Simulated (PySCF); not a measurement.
Species: dimethylketene, C4H6O.
Geometry (PBE0-D3(BJ)/def2-SVP, Å), atoms numbered from 1 in this order:
```xyz
11
C4H6O angstrom
C      1.3328   -0.1362   -0.0661
C     -0.1414    0.1694   -0.0599
C     -1.1186   -0.8834   -0.5099
C     -0.5702    1.3518    0.3363
O     -0.9466    2.3987    0.6874
H      1.9379    0.7115    0.2844
H      1.5549   -0.9989    0.5851
H      1.6735   -0.3935   -1.0836
H     -2.1605   -0.5379   -0.4594
H     -0.9151   -1.1844   -1.5518
H     -1.0341   -1.7874    0.1173
```

The calculation used PBE0-D3(BJ)/def2-SVP geometry optimisation, gas phase (PySCF 2.14.0).

Masses are those of the commonest isotopes; rigid-rotor values at the optimised geometry. 

Question: Give the principal moments of inertia and the rotational constants in MHz.

Answer: Ia = 60.91, Ib = 130.47, Ic = 185.01 u·Å²; 505379 MHz·u·Å²/I gives A = 8297, B = 3873, C = 2732 MHz.

Question: Classify the top.

Answer: An asymmetric top: κ = (2 × 3873 − 8297 − 2732)/(8297 − 2732) = -0.59.

Question: Is it planar, by Δ = Ic − Ia − Ib?

Answer: Not planar: Δ = Ic − Ia − Ib = -6.38 u·Å². For a rigid frame Δ = −2 Σ m c², so Σ m c² = 3.19 u·Å² lies off the ab plane, practically all of it from hydrogen. The atom farthest from that plane is 0.89 Å away.

Question: Give the other two planar moments, Paa and Pbb, and the rms extents of the mass along the axes.

Answer: Paa = Σ m a² = (Ib + Ic − Ia)/2 = 127.28 and Pbb = Σ m b² = (Ia + Ic − Ib)/2 = 57.72 u·Å². With the mass M = 70.04 u, the rms extents √(P/M) along a, b and c are 1.35, 0.91, 0.21 Å.

Question: Where do the levels up to J = 4 lie, in MHz?

Answer: Above 0(0,0):
J = 1: 1(0,1) 6605, 1(1,1) 11029, 1(1,0) 12170
J = 2: 2(0,2) 19621, 2(1,2) 23097, 2(1,1) 26522, 2(2,1) 39793, 2(2,0) 39986
J = 3: 3(0,3) 38696, 3(1,3) 41087, 3(1,2) 47917, 3(2,2) 59608, 3(2,1) 60543, 3(3,1) 84692, 3(3,0) 84713
J = 4: 4(0,4) 63441, 4(1,4) 64891, 4(1,3) 76165, 4(2,3) 85876, 4(2,2) 88484, 4(3,2) 111445, 4(3,1) 111589, 4(4,1) 146112, 4(4,0) 146114
The levels of one J sum to (2J + 1)J(J + 1)(A + B + C)/3.

Question: Predict some low-J microwave lines.

Answer: The dipole components are |μa| = 1.88 D, |μb| = 0.00 D, |μc| = 0.00 D; the symmetry axis of this C2v structure is a, so μb and μc vanish by symmetry and there are no b-type or c-type lines. Some lines, for components of 0.1 D or more:

| type | branch | J(Ka,Kc) | MHz | lower level (cm⁻¹) |
| --- | --- | --- | --- | --- |
| a | Q | 3(2,1) ← 3(2,2) | 935 | 1.988 |
| a | Q | 1(1,0) ← 1(1,1) | 1142 | 0.368 |
| a | Q | 2(1,1) ← 2(1,2) | 3425 | 0.770 |
| a | R | 1(0,1) ← 0(0,0) | 6605 | 0.000 |
| a | Q | 3(1,2) ← 3(1,3) | 6830 | 1.371 |
| a | R | 2(1,2) ← 1(1,1) | 12068 | 0.368 |
| a | R | 2(0,2) ← 1(0,1) | 13016 | 0.220 |
| a | R | 2(1,1) ← 1(1,0) | 14352 | 0.406 |
| a | R | 3(1,3) ← 2(1,2) | 17990 | 0.770 |
| a | R | 3(0,3) ← 2(0,2) | 19074 | 0.654 |
| a | R | 3(2,2) ← 2(2,1) | 19815 | 1.327 |
| a | R | 3(2,1) ← 2(2,0) | 20556 | 1.334 |
| a | R | 3(1,2) ← 2(1,1) | 21395 | 0.885 |

Question: Estimate the classical rotational partition function at 25 K, 50 K and 500 K.

Answer: Point group C2v, symmetry number σ = 2; q = (√π/σ)·√((kT/h)³/(ABC)), k/h = 20836.6 MHz/K: 1120 at 25 K, 3180 at 50 K, 101000 at 500 K.

Stationary, but not proved a minimum. Constants of a rigid frame at the computed geometry: no zero-point averaging, no centrifugal distortion. A rigid rotor knows nothing of internal rotation, which can split or shift real lines.
